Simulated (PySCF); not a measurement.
CHO, SMILES [CH]=O (connectivity only; charge and spin as stated), charge +1, multiplicity 1. The structure is a stationary point at PBE-D3(BJ)/def2-TZVPD. The isomer is the one that the SMILES or the coordinates give; other isomers of the formula were not compared.

Calculation: PBE-D3(BJ)/def2-TZVPD run with PySCF.

Harmonic wavenumbers (cm⁻¹): 830, 830, 2184, 3140. Rotational constants (GHz): 44.14 (linear); symmetry number 1.

Problem. Work out the zero-point energy and the ideal-gas rigid-rotor harmonic-oscillator thermochemistry at 298.15 K and 1 atm.

Solution. ZPE = ½ Σ hcν = ½ × 6984 cm⁻¹ = 41.77 kJ/mol. H − E(el) = 50.82 kJ/mol. Entropy in J/(mol K): translation 150.75, rotation 49.45, vibration 1.54, total 201.74. G − E(el) = -9.33 kJ/mol. Cp = 34.17 J/(mol K).
